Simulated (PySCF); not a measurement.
Method: PBE-D3(BJ)/def2-TZVP // PBE0-D4/def2-TZVP in PySCF 2.14.0. Gas-phase values, no solvent. 

Reference species (SMILES): `[SiH3]` (neutral, multiplicity 2).

```json
{
  "highest_occupied_spin_orbital": "-5.32 eV"
}
```

Changed species: `[B]([SiH3])[SiH3]` (radical fragment; the reference has radical fragment).

Question: Give the shifts of the highest occupied spin orbital.

Answer: the highest occupied spin orbital rises by 0.75 eV, to -4.57 eV.
